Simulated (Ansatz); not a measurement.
Results of r²SCAN (Ansatz, a first-principles code, plane waves, PAW) for anthracene C14H10.

Run with plane-wave cutoff 500 eV, 6×8×6 k mesh (along the axes of the cell as run), Fermi–Dirac smearing 0.05 eV, scalar-relativistic PAW data made under PBE.

Cell (relaxed at this level):

```cif
data_C28H20
_chemical_formula_sum 'C28 H20'
_space_group_name_H-M_alt 'P 1'
_space_group_IT_number 1
_cell_length_a 8.59982
_cell_length_b 6.09177
_cell_length_c 11.16729
_cell_angle_alpha 90.000
_cell_angle_beta 125.139
_cell_angle_gamma 90.000
loop_
_space_group_symop_operation_xyz
  'x, y, z'
loop_
_atom_site_label
_atom_site_type_symbol
_atom_site_fract_x
_atom_site_fract_y
_atom_site_fract_z
_atom_site_occupancy
C1 C 0.08629 0.02219 0.36600 1
C2 C 0.11582 0.15067 0.28041 1
C3 C 0.05841 0.07900 0.13928 1
C4 C 0.08587 0.20703 0.04925 1
C5 C 0.97004 0.86664 0.08859 1
C6 C 0.94175 0.73845 0.18085 1
C7 C 0.99758 0.81395 0.31541 1
C8 C 0.02996 0.13336 0.91141 1
C9 C 0.91413 0.79297 0.95075 1
C10 C 0.94159 0.92100 0.86072 1
C11 C 0.05825 0.26155 0.81915 1
C12 C 0.88418 0.84933 0.71959 1
C13 C 0.00242 0.18605 0.68459 1
C14 C 0.91371 0.97781 0.63400 1
C15 C 0.41371 0.52219 0.63400 1
C16 C 0.58629 0.47781 0.36600 1
C17 C 0.38418 0.65067 0.71959 1
C18 C 0.61582 0.34933 0.28041 1
C19 C 0.44159 0.57900 0.86072 1
C20 C 0.55841 0.42100 0.13928 1
C21 C 0.41413 0.70703 0.95075 1
C22 C 0.58587 0.29297 0.04925 1
C23 C 0.52996 0.36664 0.91141 1
C24 C 0.47004 0.63336 0.08859 1
C25 C 0.55825 0.23845 0.81915 1
C26 C 0.44175 0.76155 0.18085 1
C27 C 0.50242 0.31395 0.68459 1
C28 C 0.49758 0.68605 0.31541 1
H1 H 0.13109 0.07969 0.47326 1
H2 H 0.18290 0.31023 0.31830 1
H3 H 0.15337 0.36660 0.08758 1
H4 H 0.87425 0.57938 0.14208 1
H5 H 0.97432 0.71390 0.38404 1
H6 H 0.84663 0.63340 0.91242 1
H7 H 0.12575 0.42062 0.85792 1
H8 H 0.81710 0.68977 0.68170 1
H9 H 0.02568 0.28610 0.61596 1
H10 H 0.86891 0.92031 0.52674 1
H11 H 0.36891 0.57969 0.52674 1
H12 H 0.63109 0.42031 0.47326 1
H13 H 0.31710 0.81023 0.68170 1
H14 H 0.68290 0.18977 0.31830 1
H15 H 0.34663 0.86660 0.91242 1
H16 H 0.65337 0.13340 0.08758 1
H17 H 0.62575 0.07938 0.85792 1
H18 H 0.37425 0.92062 0.14208 1
H19 H 0.52568 0.21390 0.61596 1
H20 H 0.47432 0.78610 0.38404 1
```

Give the computed band gap.


* **band gap**: 2.17 eV (on the SCF k mesh)

Measured, for comparison: band gap 3.72 eV (temperature not stated, no zero-point or thermal correction, photoemission, molecular crystal; as tabulated in Skone et al. (2016), arXiv:1605.02812). Computed (rounded) less measured: band gap -1.55 eV.

Note: the cell comes from a level without a dispersion term, which matters for the spacing of layers, chains or molecules.

Static lattice: no zero-point or thermal effects.

It cost roughly 80 core-minutes of CPU time.
